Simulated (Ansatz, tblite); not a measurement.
Cost and result up the ladder for [AlH4]- (AlH4⁻) (5 atoms). Charge -1, multiplicity 1. Geometry: r2SCAN-D4/def2-TZVPD.

```
atom   x (Å)   y (Å)   z (Å)
 Al1   0.000   0.001  -0.001
  H2  -1.459  -0.093  -0.753
  H3   0.407  -1.480   0.588
  H4  -0.092   1.075   1.241
  H5   1.143   0.497  -1.075
```

Ansatz on 4 threads of Arm Neoverse V1 on a shared host; xTB runs through tblite on one thread. Times are rough, summed over both states, and most runs start from the orbitals of an earlier one. CCSD(T)/def2-TZVPPD serves as the yardstick here, not as an exact answer. The other state is a doublet.

The xTB rows come from tblite. Correlated methods freeze 5 core orbitals. HOMO above LUMO, or a gap near zero within one spin, warns that the state may not be the lowest or that an electron is smeared out.

Correlated methods converge slowly with the basis.

Raw xTB energies of ions are shifted by several eV.

| level | functions | vertical IE (eV) | difference from CCSD(T)/def2-TZVPPD (eV) | remarks |
| --- | --- | --- | --- | --- |
| CCSD(T)/def2-TZVPPD | 116 | 4.84 | 0.00 | – |
| r2SCAN-D4/def2-TZVPD | 79 | 4.28 | -0.56 | – |
| PBE0-D4/def2-TZVPD | 79 | 4.48 | -0.37 | – |
| GFN1-xTB | 17 | 8.92 | 4.08 | – |
| GFN2-xTB | 13 | 8.36 | 3.51 | – |
| PBE-D4/def2-TZVPD (with forces) | 79 | 4.16 | -0.68 | gap within one spin near zero (doublet) |

(1) Estimate how long each takes.

Answers

(1) GFN2-xTB 0.003 s; GFN1-xTB 0.004 s; PBE-D4/def2-TZVPD (with forces) 1 s; PBE0-D4/def2-TZVPD 1.4 s; r2SCAN-D4/def2-TZVPD 2 s; CCSD(T)/def2-TZVPPD 4.7 s. On shared hardware such times vary by a factor of up to 3.
